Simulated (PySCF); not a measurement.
Two-photon absorption: 3-methyl-1-butanethiol (CC(C)CCS, C$_{5}$H$_{12}$S)

Molfile (atoms numbered from 1):
```
C5H12S
     RDKit          3D

 18 17  0  0  0  0  0  0  0  0999 V2000
   -1.0787    1.5116   -0.4975 C   0  0  0  0  0  0  0  0  0  0  0  0
   -0.9262    0.0291   -0.1716 C   0  0  0  0  0  0  0  0  0  0  0  0
   -2.1139   -0.7669   -0.7012 C   0  0  0  0  0  0  0  0  0  0  0  0
    0.3849   -0.5532   -0.7086 C   0  0  0  0  0  0  0  0  0  0  0  0
    1.6387    0.0485   -0.0967 C   0  0  0  0  0  0  0  0  0  0  0  0
    3.1904   -0.6414   -0.7470 S   0  0  0  0  0  0  0  0  0  0  0  0
   -2.0387    1.9015   -0.1256 H   0  0  0  0  0  0  0  0  0  0  0  0
   -0.2818    2.1231   -0.0483 H   0  0  0  0  0  0  0  0  0  0  0  0
   -1.0531    1.6762   -1.5879 H   0  0  0  0  0  0  0  0  0  0  0  0
   -0.9118   -0.0770    0.9299 H   0  0  0  0  0  0  0  0  0  0  0  0
   -2.0351   -1.8332   -0.4382 H   0  0  0  0  0  0  0  0  0  0  0  0
   -3.0643   -0.3885   -0.2942 H   0  0  0  0  0  0  0  0  0  0  0  0
   -2.1720   -0.6985   -1.8003 H   0  0  0  0  0  0  0  0  0  0  0  0
    0.3910   -1.6423   -0.5267 H   0  0  0  0  0  0  0  0  0  0  0  0
    0.4248   -0.4304   -1.8053 H   0  0  0  0  0  0  0  0  0  0  0  0
    1.6271   -0.0414    1.0015 H   0  0  0  0  0  0  0  0  0  0  0  0
    1.7150    1.1231   -0.3228 H   0  0  0  0  0  0  0  0  0  0  0  0
    2.9781   -1.9118   -0.3400 H   0  0  0  0  0  0  0  0  0  0  0  0
  1  2  1  0
  2  3  1  0
  2  4  1  0
  4  5  1  0
  5  6  1  0
  1  7  1  0
  1  8  1  0
  1  9  1  0
  2 10  1  0
  3 11  1  0
  3 12  1  0
  3 13  1  0
  4 14  1  0
  4 15  1  0
  5 16  1  0
  5 17  1  0
  6 18  1  0
M  END
```

Computed with TDDFT CAM-B3LYP/aug-cc-pVDZ excited states, vertical, gas phase in PySCF. Geometry: PBE0-D3(BJ)/def2-SVP.

(1) How strongly do the lowest singlets absorb one photon, and two photons of half the energy?

## Answers

(1) δ for parallel linear polarisation; σ at the peak of a Lorentzian of half width 0.1 eV, single beam; Ω is circular over linear.
| state | E (eV) | f | photon λ (nm) | δ (au) | σ (GM) | Ω | main |
| --- | --- | --- | --- | --- | --- | --- | --- |
| S1 | 5.33 | 0.010 | 465 | 6.9 | 0.07 | 1.46 | HOMO→LUMO 0.41, HOMO→LUMO+1 0.21 |
| S2 | 6.03 | 0.024 | 411 | 78.2 | 1.04 | 1.38 | HOMO→LUMO+4 0.34, HOMO→LUMO+1 0.20 |
| S3 | 6.61 | 0.012 | 375 | 71.6 | 1.14 | 1.40 | HOMO→LUMO+2 0.24, HOMO→LUMO+5 0.22 |
| S4 | 6.70 | 0.018 | 370 | 124 | 2.04 | 0.93 | HOMO→LUMO+3 0.47, HOMO→LUMO+2 0.17 |
| S5 | 6.89 | 0.001 | 360 | 245 | 4.26 | 0.19 | HOMO→LUMO 0.36, HOMO→LUMO+2 0.23 |
| S6 | 7.42 | 0.020 | 334 | 23.3 | 0.47 | 1.30 | HOMO→LUMO+6 0.32, HOMO→LUMO+10 0.15 |

Among these, the strongest one-photon state is S2, the strongest two-photon state S5, with a dipole change of 14.0 D (relaxed, norm of the difference vector).
